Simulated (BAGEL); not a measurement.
# CH8Si2 (SMILES [SiH3]C[SiH3]): B3LYP/def2-SVP (density fitting with cc-pvqz-jkfit)

What is the energy change on altering one bond length of CH8Si2 at B3LYP/def2-SVP (density fitting with cc-pvqz-jkfit)? 

The calculation is run with BAGEL 1.2.2.

1 further run of the same task is left out (set aside as unsound or not needed).

## (1) The molecule

The species is CH8Si2 (11 atoms), meant as a singlet with charge 0. As SMILES, `[SiH3]C[SiH3]`. The coordinates come from a PBE0-D4/def2-TZVP relaxation.

Bond lengths: Si1–C2 1.872 Å, C2–Si3 1.872 Å, Si1–H4 1.488 Å, Si1–H5 1.487 Å, Si1–H6 1.487 Å, C2–H7 1.095 Å, C2–H8 1.095 Å, Si3–H9 1.487 Å, Si3–H10 1.487 Å, Si3–H11 1.488 Å. Some angles: Si1–C2–Si3 114.4°, Si1–C2–H7 108.8°, Si1–C2–H8 108.8°, Si3–C2–H7 108.8°, Si3–C2–H8 108.8°, C2–Si1–H4 111.1°, C2–Si1–H5 110.2°, C2–Si1–H6 110.2°, C2–Si3–H9 110.2°, C2–Si3–H10 110.2°.

## (2) The energy at B3LYP/def2-SVP (density fitting with cc-pvqz-jkfit)

Input file calc.json:

```json
{ "bagel" : [

{
  "title" : "molecule",
  "basis" : "svp",
  "df_basis" : "cc-pvqz-jkfit",
  "angstrom" : true,
  "geometry" : [
    { "atom" : "Si", "xyz" : [   -1.158980,    1.034720,   -0.344660 ] },
    { "atom" : "C", "xyz" : [   -0.286340,   -0.621440,   -0.365590 ] },
    { "atom" : "Si", "xyz" : [    1.335180,   -0.652340,    0.569590 ] },
    { "atom" : "H", "xyz" : [   -2.435800,    0.976800,   -1.106490 ] },
    { "atom" : "H", "xyz" : [   -0.293510,    2.078920,   -0.955560 ] },
    { "atom" : "H", "xyz" : [   -1.463790,    1.436810,    1.054620 ] },
    { "atom" : "H", "xyz" : [   -0.954100,   -1.377620,    0.060730 ] },
    { "atom" : "H", "xyz" : [   -0.099440,   -0.908830,   -1.405770 ] },
    { "atom" : "H", "xyz" : [    1.110650,   -0.304370,    1.998260 ] },
    { "atom" : "H", "xyz" : [    2.282060,    0.336720,   -0.011600 ] },
    { "atom" : "H", "xyz" : [    1.964060,   -1.999380,    0.506460 ] }
  ]
},
{
  "title" : "ks",
  "xc_func" : "b3lyp"
},
{
  "title" : "print",
  "file" : "orbitals.molden",
  "orbitals" : true
}

]}
```

The run is started by

```
BAGEL_NUM_THREADS=1 BAGEL calc.json > calc.out
```

Log:

```text
* using 1 threads per process

  ===============================================================
  ===============================================================

  *** Geometry ***

  { "atom" : "Si", "xyz" : [     -2.190155,      1.955337,     -0.651313 ] },
  { "atom" : "C", "xyz" : [     -0.541104,     -1.174351,     -0.690865 ] },
  { "atom" : "Si", "xyz" : [      2.523125,     -1.232744,      1.076369 ] },
  { "atom" : "H", "xyz" : [     -4.602995,      1.845884,     -2.090963 ] },
  { "atom" : "H", "xyz" : [     -0.554654,      3.928589,     -1.805747 ] },
  { "atom" : "H", "xyz" : [     -2.766162,      2.715177,      1.992943 ] },
  { "atom" : "H", "xyz" : [     -1.802988,     -2.603325,      0.114763 ] },
  { "atom" : "H", "xyz" : [     -0.187914,     -1.717440,     -2.656520 ] },
  { "atom" : "H", "xyz" : [      2.098824,     -0.575176,      3.776164 ] },
  { "atom" : "H", "xyz" : [      4.312468,      0.636309,     -0.021921 ] },
  { "atom" : "H", "xyz" : [      3.711535,     -3.778281,      0.957071 ] },

  Number of auxiliary basis functions:      810

  Since a DF basis is specified, we compute 2- and 3-index integrals:
    o Being stored without compression. Storage requirement is 0.052 GB

  Number of basis functions:       90
  Number of electrons      :       42

    * METHOD: MOLECULE                             0.70

  *** Kohn-Sham DFT ***

    * Removing 19379 points whose weight is below 1.00e-10
    * Grid points: 144587

  === Nuclear Repulsion ===
   151.5299506615

       - DIIS with orbital gradients will be used.

  === KS iteration (b3lyp / svp) ===
      0       -597.19620568          0.10638962           0.83
      1       -603.76898905          0.07580878           0.76
      2       -586.16724728          0.18999216           0.95
      3       -601.60005230          0.12673748           0.83
      4       -614.97803114          0.10722682           0.83
      5       -611.00090636          0.10935528           0.76
      6       -612.51198224          0.10892500           0.66
      7       -606.26268197          0.06678606           0.62
      8       -609.34047481          0.11000412           0.74
      9       -609.89867012          0.10764092           0.70
     10       -612.51302270          0.11500775           0.66
     11       -612.84680692          0.11320580           0.63
     12       -612.58482897          0.11520703           0.64
     13       -607.96808975          0.07195967           0.83
     14       -613.61224653          0.10717590           0.77
     15       -613.04093459          0.10912203           0.86
     16       -614.43605684          0.10246349           0.89
     17       -613.28492667          0.10786790           0.87
     18       -615.33867163          0.09445078           0.80
     19       -607.10052827          0.07381968           0.84
     20       -612.86029107          0.08648553           0.81
     21       -617.33299517          0.08149472           0.66
     22       -616.88367365          0.08591020           0.85
     23       -618.75929065          0.07475607           0.89
     24       -619.23313673          0.06798848           0.86
     25       -613.76893898          0.09066739           0.83
     26       -621.24865540          0.02773557           0.88
     27       -621.65919974          0.01115601           0.66
     28       -621.72338255          0.00323308           0.64
     29       -621.72994134          0.00050159           0.64
     30       -621.73007948          0.00016129           0.65
     31       -621.73009275          0.00003169           0.64
     32       -621.73009335          0.00000452           0.63
     33       -621.73009336          0.00000087           0.83
     34       -621.73009337          0.00000029           0.92
     35       -621.73009337          0.00000013           0.89
     36       -621.73009337          0.00000005           0.84
     37       -621.73009337          0.00000001           0.72
    * SCF iteration converged.

    * Permanent dipole moment:
           (    0.122631,     0.266188,     0.156553) a.u.

    * METHOD: KS                                  30.66

    * METHOD: PRINT                                0.01

  ===============================================================
```

Wall time 34 s (1 thread of Intel Xeon 6975P-C (Granite Rapids), shared host); peak memory 0.6 GiB.

## (3) The distorted shape at the same level

Input file job.json:

```json
{ "bagel" : [

{
  "title" : "molecule",
  "basis" : "svp",
  "df_basis" : "cc-pvqz-jkfit",
  "angstrom" : "true",
  "geometry" : [
    { "atom" : "Si", "xyz" : [      -0.793215,       0.552222,      -2.023762 ] },
    { "atom" : "C", "xyz" : [       0.079425,      -1.103938,      -2.044692 ] },
    { "atom" : "Si", "xyz" : [       1.700945,      -1.134838,      -1.109512 ] },
    { "atom" : "H", "xyz" : [      -2.070035,       0.494302,      -2.785592 ] },
    { "atom" : "H", "xyz" : [       0.072255,       1.596422,      -2.634662 ] },
    { "atom" : "H", "xyz" : [      -1.463790,       1.436810,       1.054620 ] },
    { "atom" : "H", "xyz" : [      -0.588335,      -1.860118,      -1.618372 ] },
    { "atom" : "H", "xyz" : [       0.266325,      -1.391328,      -3.084872 ] },
    { "atom" : "H", "xyz" : [       1.476415,      -0.786868,       0.319158 ] },
    { "atom" : "H", "xyz" : [       2.647825,      -0.145778,      -1.690702 ] },
    { "atom" : "H", "xyz" : [       2.329825,      -2.481878,      -1.172642 ] }
  ]
},

{ "title" : "ks", "xc_func" : "b3lyp" },

{ "title" : "print", "file" : "orbitals.molden", "orbitals" : "true" }

]}
```

The run is started by

```
BAGEL_NUM_THREADS=1 BAGEL job.json > job.out
```

Log:

```text
* using 1 threads per process

  ===============================================================
  ===============================================================

  *** Geometry ***

  { "atom" : "Si", "xyz" : [     -1.498959,      1.043548,     -3.824356 ] },
  { "atom" : "C", "xyz" : [      0.150091,     -2.086140,     -3.863908 ] },
  { "atom" : "Si", "xyz" : [      3.214320,     -2.144533,     -2.096674 ] },
  { "atom" : "H", "xyz" : [     -3.911799,      0.934095,     -5.264006 ] },
  { "atom" : "H", "xyz" : [      0.136542,      3.016800,     -4.978790 ] },
  { "atom" : "H", "xyz" : [     -2.766162,      2.715177,      1.992943 ] },
  { "atom" : "H", "xyz" : [     -1.111792,     -3.515114,     -3.058280 ] },
  { "atom" : "H", "xyz" : [      0.503281,     -2.629229,     -5.829563 ] },
  { "atom" : "H", "xyz" : [      2.790020,     -1.486965,      0.603121 ] },
  { "atom" : "H", "xyz" : [      5.003664,     -0.275480,     -3.194964 ] },
  { "atom" : "H", "xyz" : [      4.402731,     -4.690070,     -2.215972 ] },

  Number of auxiliary basis functions:      810

  Since a DF basis is specified, we compute 2- and 3-index integrals:
    o Being stored without compression. Storage requirement is 0.052 GB

  Number of basis functions:       90
  Number of electrons      :       42

    * METHOD: MOLECULE                             1.07

  *** Kohn-Sham DFT ***

    * Removing 18325 points whose weight is below 1.00e-10
    * Grid points: 145641

  === Nuclear Repulsion ===
   147.5669417800

       - DIIS with orbital gradients will be used.

  === KS iteration (b3lyp / svp) ===
      0       -597.15887171          0.10498254           0.88
      1       -603.52518572          0.07499170           0.83
      2       -589.52588748          0.17275869           0.86
      3       -603.09530161          0.12190900           1.01
      4       -611.72845823          0.11439993           1.01
      5       -609.98359355          0.11218455           0.86
      6       -609.25389891          0.10875397           0.77
      7       -602.93713047          0.07755920           0.84
      8       -608.64236606          0.08317541           0.85
      9       -619.54980441          0.04537037           0.88
     10       -620.48453617          0.03638595           0.73
     11       -620.06138763          0.03371156           0.64
     12       -620.99378915          0.02257101           0.65
     13       -621.24390518          0.01272154           0.92
     14       -621.30292772          0.01004771           0.87
     15       -621.56369071          0.00235455           0.78
     16       -621.55547674          0.00309705           0.61
     17       -621.55654029          0.00298964           0.60
     18       -621.55571456          0.00306692           0.62
     19       -621.55835457          0.00278173           0.63
     20       -621.56928202          0.00045806           0.61
     21       -621.56937216          0.00020498           0.61
     22       -621.56942524          0.00002473           0.66
     23       -621.56942543          0.00001422           0.78
     24       -621.56942565          0.00000410           0.88
     25       -621.56942567          0.00000134           0.88
     26       -621.56942567          0.00000051           0.85
     27       -621.56942568          0.00000015           0.88
     28       -621.56942568          0.00000001           0.88
    * SCF iteration converged.

    * Permanent dipole moment:
           (   -0.200569,     0.657586,     1.113679) a.u.

    * METHOD: KS                                  24.17

    * METHOD: PRINT                                0.02

  ===============================================================
```

Run time: 28 s. Hardware: 1 thread of Intel Xeon 6975P-C (Granite Rapids), shared host; peak memory 0.6 GiB.

## (4) Summary of results

At B3LYP/def2-SVP (density fitting with cc-pvqz-jkfit):

```
                                                          quantity          value
                                         first shape: total energy  -621.73009 Eh
                                        first shape: dipole moment         0.84 D
                                          first shape: HOMO energy       -8.56 eV
                                          first shape: LUMO energy        0.53 eV
                                        first shape: HOMO–LUMO gap        9.09 eV
                                     distorted shape: total energy  -621.56943 Eh
                                    distorted shape: dipole moment         3.33 D
                                      distorted shape: HOMO energy       -6.14 eV
                                      distorted shape: LUMO energy       -3.64 eV
                                    distorted shape: HOMO–LUMO gap        2.50 eV
energy change with the Si1–H6 bond stretched from 1.487 to 3.272 Å       4.372 eV
```

One bond (distorted shape) is far stretched, which a spin-restricted single reference describes badly; a broken-symmetry solution may lie lower. With the Si1–H6 bond stretched from 1.487 to 3.272 Å the energy rises by 4.37 eV (101 kcal/mol). The first shape isn't relaxed at this level, so the change isn't measured from a minimum. A restricted reference can't describe the breaking bond well at this length.
